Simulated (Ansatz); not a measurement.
hcp Os

These are PBEsol (plane waves, PAW; Ansatz, a program for electronic structure) values and carry that method's errors.

Numerical settings: plane-wave cutoff 500 eV, 20×20×1 k mesh (along the axes of the cell as run), Fermi–Dirac smearing 0.1 eV, scalar-relativistic PAW data made under PBE.

Cell: relaxed at this level.

```
Item                                    Value
----------------------------------  ---------
surface energy of the (10-11) face  3.91 J/m²
work function of the (10-11) face     5.36 eV
```

The slab of 12 atoms is relaxed and unreconstructed.

Spin–orbit coupling is not included.

Static lattice: no zero-point or thermal effects.

Computing time: very roughly 50 core-minutes.
